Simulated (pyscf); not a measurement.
A first-order saddle from PySCF, ωB97X-D3(BJ)/def2-SVP:

```xyz
9

N     -1.0814     0.4433    -0.6511
Si     0.3078     1.2426    -0.2913
Cl     2.1550     0.2807    -0.1653
H     -1.4476     0.0407    -1.5038
H      0.6597     2.6327    -0.6751
N     -0.3446     1.2333     1.4655
H     -1.1529     0.6299     0.8064
H      0.1783     0.6965     2.1586
H     -0.6774     2.1057     1.8773
```

Surface: singlet, charge 0. Lowest wavenumbers (cm⁻¹): 1218i, 184, 254, 367, 438.

Question: Name the species on either side of this saddle.

Answer: HN=SiH–Cl (SMILES N=[SiH]Cl) + NH₃ (SMILES N) ⇌ H₂N–SiH(NH₂)–Cl (SMILES N[SiH](N)Cl), an addition across a multiple bond or ene-type step read from left to right: H–N broken and H–N, N–Si formed. At CCSD(T)/def2-TZVPP + ΔMP2(QZVPP) it lies -0.72 eV from the left side and +2.29 eV from the right (each side as separated species at their lowest minima found). On the reactant side the descent ends in an adduct with a N–Si contact, 1.18 eV under the separated species and 0.32 eV under the saddle at ωB97X-D3(BJ)/def2-TZVP. At CCSD(T) the saddle lies under the separated reactants, which points to a path from their complex (located at ωB97X-D3(BJ) alone). What is counted as formed (N–Si) is already present as a longer contact in the reactant adduct; forming that adduct is a step of its own. At ωB97X-D3(BJ)/def2-TZVP the barrier from the zero used here is -0.86 eV. HN=SiH–Cl lies 1.14 eV over its isomer H₂N–Si:–Cl [singlet] (electronic energy, ωB97M-D3(BJ)/def2-TZVP). This is the saddle that the search found; another between the same sides may lie lower. The CCSD(T) − MP2 part came from Ansatz, without density fitting, on the same reference.
